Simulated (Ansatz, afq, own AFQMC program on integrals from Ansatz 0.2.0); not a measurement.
**GeH5O, doublet in cc-pVDZ, levels against CCSDT(Q)**

```xyz
7

Ge   -0.5317    0.0101    0.0000
H    -1.0431    1.4567    0.0000
H    -1.0431   -0.7132    1.2528
H    -1.0431   -0.7132   -1.2528
H     1.1653    0.0101    0.0000
O     2.3723    0.0101    0.0000
H     2.6242   -0.9298    0.0000
```

Basis cc-pVDZ. Only valence electrons are correlated. Ansatz 0.2.0 and our own AFQMC program on the same integrals; the CISD trial comes from CCSD amplitudes, and released means the phaseless constraint is let go. Error bars are statistical, one sigma. No spin–orbit coupling.

Determinant: UHF, the one that the program's search chose, which needn't be the lowest solution. The geometry is a point of a scan.

No full CI on the walks' own integrals is used here; CCSDT(Q) serves as the reference and is uncertain by about the last step of the cluster series.

Cautions: no relativity below Rb; no spin-orbit coupling; inner d shell frozen.

```
T1 diagnostic                               : 0.0192
weight of the determinant in the CISD state : 0.867
⟨S²⟩ of the determinant                     : 0.788
size of the correlated space                : 15 electrons in 51 orbitals
```

Reference: CCSDT(Q), correlation energy -9.449 eV. The released energy is read at 1.50 1/Eh (meV from the phaseless value at times in 1/Eh: -14 ± 4 at 0.24, -13 ± 5 at 0.51, -9 ± 4 at 0.99, -10 ± 6 at 1.50).

```
         level  E − E(reference) (kJ/mol)  share of correlation (%)
            HF                      911.7                      0.00
           MP2                      125.7                     86.22
          CCSD                       22.6                     97.52
       CCSD(T)                        4.4                     99.51
         CCSDT                        1.9                     99.79
 ph-AFQMC/CISD                  1.5 ± 0.5                     99.83
released AFQMC                  0.5 ± 0.6                     99.94
```

A walk keeps the symmetry of its determinant, which the program's search chose and which needn't be the lowest solution, so a lower state of the same spin and another symmetry isn't excluded. Released energies are given only where the last usable release times agree within the noise; a slower fall can still hide under it.
